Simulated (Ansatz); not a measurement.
## Heat of formation of C2H2Cl4 (1,1,2,2-tetrachloroethane) from total energies

C2H2Cl4: 8 atoms, total charge 0, spin state singlet. As SMILES, `ClC(Cl)C(Cl)Cl`. The shape is that of a PBE0-D4/def2-TZVP optimisation. This is one conformer, not always the lowest.

| atom | x (Å) | y (Å) | z (Å) |
| --- | --- | --- | --- |
| Cl | -0.1699 | -2.0781 | 0.5342 |
| C | 0.5470 | -0.5129 | 0.1417 |
| Cl | 1.6100 | -0.6752 | -1.2589 |
| C | -0.5470 | 0.5129 | -0.1417 |
| Cl | 0.1699 | 2.0781 | -0.5342 |
| Cl | -1.6100 | 0.6753 | 1.2589 |
| H | 1.1524 | -0.1981 | 0.9890 |
| H | -1.1524 | 0.1981 | -0.9889 |

Total energies at wB97M-V/cc-pVDZ (Ansatz 0.2.0); the atoms run unrestricted:

| species | state | energy (Eh) |
| --- | --- | --- |
| C2H2Cl4 | singlet | -1918.110274 |
| Cl | doublet | -460.117751 |
| C | triplet | -37.838414 |
| H | doublet | -0.491710 |

Harmonic wavenumbers at PBE0-D4/def2-TZVP, in cm⁻¹: 56, 166, 226, 296, 302, 320, 372, 741, 780, 785, 831, 1069, 1203, 1221, 1230, 1333, 3144, 3158.

Measured heats of formation of the gaseous atoms at 298.15 K, in kJ/mol: Cl 121.3, C 716.9, H 218.0. Spin-orbit lowering of the atoms at 298 K (mean of the ground term's levels less their thermal mean, from spectra), in kJ/mol: Cl 3.44, C 0.02. Take 1 Eh = 2625.50 kJ/mol, 1 cm⁻¹ = 0.0119627 kJ/mol, RT = 2.479 kJ/mol.

Task: What heat of formation follows?

Result: 
1. Electronic atomisation energy: 4 × (-460.117751) + 2 × (-37.838414) + 2 × (-0.491710) − (-1918.110274) = 0.979022 Eh = 2570.4 kJ/mol.
2. Zero-point energy: half the sum of the wavenumbers, 8616.5 cm⁻¹ = 103.1 kJ/mol.
3. Thermal vibrational enthalpy, Σ hcν̃/(exp(hcν̃/kT) − 1): 10.4 kJ/mol. Translation, rotation and pV of a non-linear molecule: 4 RT = 9.9 kJ/mol.
4. The 8 free atoms carry 5/2 RT each: 49.6 kJ/mol.
5. Spin-orbit coupling lowers the free atoms by 4 × 3.44 + 2 × 0.02 = 13.8 kJ/mol.
6. Atomisation enthalpy at 298 K: 2570.4 − 13.8 − 103.1 − 10.4 − 9.9 + 49.6 = 2482.8 kJ/mol.
7. Sum of the atoms' heats of formation: 2355.0 kJ/mol. Heat of formation: 2355.0 − 2482.8 = -127.8 kJ/mol.

The tabulated value is -149.2 kJ/mol (CRC Handbook of Chemistry and Physics), so this level is off by +21.4 kJ/mol, or 0.9 % of the atomisation enthalpy. Anharmonicity and any spin-orbit splitting of the molecule are left out.
